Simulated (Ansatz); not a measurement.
System (SMILES): FF (F2).
Atoms: F1, F2. Bonds: F1-F2.

How fast the optimised F1-F2 bond length converges with the basis for several methods (Ansatz, an electronic-structure program): deviation from each method's own reference, in Å. References: B3LYP 1.3955 Å, the value in pcseg-4; CCSD(T) 1.4127 Å, the value in def2-QZVPPD; HF 1.3262 Å, the value in pcseg-4; MP2 1.3954 Å, the value in pcseg-4; PBE 1.4125 Å, the value in pcseg-4. All functions are spherical. In correlated methods cores are frozen. A restricted Hartree-Fock determinant is unstable towards unrestricted orbitals. No added dispersion term, no relativity. The reference of a correlated method is not its basis-set limit, which lies further on.

```csv
basis,functions,B3LYP,CCSD(T),HF,MP2,PBE
STO-3G,10,-0.0216,-0.0251,-0.0116,-0.0471,-0.0250
pcseg-2,60,0.0025,0.0068,0.0029,0.0062,0.0022
def2-TZVPP,62,0.0010,0.0042,0.0019,0.0038,0.0006
"6-311++G(3df,3pd)",78,-0.0012,0.0025,-0.0016,0.0018,-0.0009
def2-TZVPPD,80,0.0007,0.0053,0.0016,0.0048,0.0006
cc-pCVTZ,86,0.0006,0.0018,0.0021,0.0015,-0.0005
aug-pcseg-2,92,0.0019,0.0076,0.0028,0.0069,0.0016
aug-cc-pVTZ,92,0.0013,0.0054,0.0020,0.0060,0.0009
cc-pVQZ,110,0.0010,0.0003,0.0012,0.0017,0.0008
def2-QZVP,114,0.0011,0.0003,0.0008,0.0016,0.0012
pcseg-3,120,0.0006,-0.0013,0.0005,0.0003,0.0005
def2-QZVPPD,132,0.0004,0.0000,0.0004,0.0013,0.0005
```

Mean absolute deviation over pcseg-2, def2-TZVPP, 6-311++G(3df,3pd), def2-TZVPPD, cc-pCVTZ, aug-pcseg-2, aug-cc-pVTZ: PBE 0.0011, B3LYP 0.0013, HF 0.0021, MP2 0.0044, CCSD(T) 0.0048 Å.
